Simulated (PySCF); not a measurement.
## Magnetic susceptibility: `C[C@@H]1[C@H](C)P1C`, C₅H₁₁P

Molfile (atoms numbered from 1):
```
C5H11P
     RDKit          3D

 17 17  0  0  0  0  0  0  0  0999 V2000
    0.0073    2.0486   -0.1461 C   0  0  0  0  0  0  0  0  0  0  0  0
   -0.3555    0.6617    0.3242 C   0  0  2  0  0  0  0  0  0  0  0  0
    0.6261   -0.4766    0.1845 C   0  0  2  0  0  0  0  0  0  0  0  0
    1.9824   -0.2456   -0.4349 C   0  0  0  0  0  0  0  0  0  0  0  0
   -0.8658   -0.6291   -0.9121 P   0  0  0  0  0  0  0  0  0  0  0  0
   -1.9369   -1.7057    0.1634 C   0  0  0  0  0  0  0  0  0  0  0  0
    0.4353    2.0269   -1.1448 H   0  0  0  0  0  0  0  0  0  0  0  0
    0.7338    2.4985    0.5315 H   0  0  0  0  0  0  0  0  0  0  0  0
   -0.8775    2.6821   -0.1689 H   0  0  0  0  0  0  0  0  0  0  0  0
   -0.9258    0.6690    1.2502 H   0  0  0  0  0  0  0  0  0  0  0  0
    0.6586   -1.1644    1.0264 H   0  0  0  0  0  0  0  0  0  0  0  0
    1.8972    0.2740   -1.3860 H   0  0  0  0  0  0  0  0  0  0  0  0
    2.4806   -1.1966   -0.6123 H   0  0  0  0  0  0  0  0  0  0  0  0
    2.6075    0.3508    0.2302 H   0  0  0  0  0  0  0  0  0  0  0  0
   -1.7480   -1.5398    1.2216 H   0  0  0  0  0  0  0  0  0  0  0  0
   -2.9821   -1.4925   -0.0559 H   0  0  0  0  0  0  0  0  0  0  0  0
   -1.7440   -2.7494   -0.0809 H   0  0  0  0  0  0  0  0  0  0  0  0
  1  2  1  0
  2  3  1  0
  3  4  1  0
  3  5  1  0
  5  6  1  0
  5  2  1  0
  1  7  1  0
  1  8  1  0
  1  9  1  0
  2 10  1  1
  3 11  1  1
  4 12  1  0
  4 13  1  0
  4 14  1  0
  6 15  1  0
  6 16  1  0
  6 17  1  0
M  END
```

Computed with GIAO B97-2/pcSseg-1 magnetisability, rotational g tensor and spin-rotation constants, non-relativistic, gas phase in PySCF. Geometry: GFN2-xTB.

Question: What are the magnetisability and the molar susceptibility?

Answer: Isotropic -1394 × 10⁻³⁰ J/T², or -84.0 × 10⁻⁶ cm³/mol; principal values -1643, -1271, -1268 × 10⁻³⁰ J/T², anisotropy 374 × 10⁻³⁰ J/T² (root of half the summed squared differences of the principal values). The susceptibility is in cgs units.

Question: Split it along the inertial axes a, b, c into diamagnetic and paramagnetic parts about the centre of mass, with the quadrupole moment.

Answer: 
```csv
axis,χ (10⁻⁶ cm³/mol),diamagnetic (10⁻⁶ cm³/mol),paramagnetic (10⁻⁶ cm³/mol),summed x² of all electrons (Å²),quadrupole Θ (D Å)
a,-92.0,-418.4,326.5,128.5,+2.00
b,-76.5,-672.4,595.9,68.6,+0.80
c,-83.4,-836.5,753.1,30.0,-2.80
```
Anisotropies 2χaa − χbb − χcc = -24.0 and 2χbb − χaa − χcc = +22.2 × 10⁻⁶ cm³/mol. Θ is traceless in Buckingham's convention.

Question: And the rotational g tensor?

Answer: 
| axis | rotational constant (GHz) | g | nuclear part | electronic part |
| --- | --- | --- | --- | --- |
| a | 4.0468 | +0.0168 | 0.6374 | -0.6207 |
| b | 2.2335 | -0.0062 | 0.6191 | -0.6252 |
| c | 1.7480 | +0.0025 | 0.6209 | -0.6184 |

Asymmetric top; isotopes 12C, 1H, 31P; no vibrational averaging.
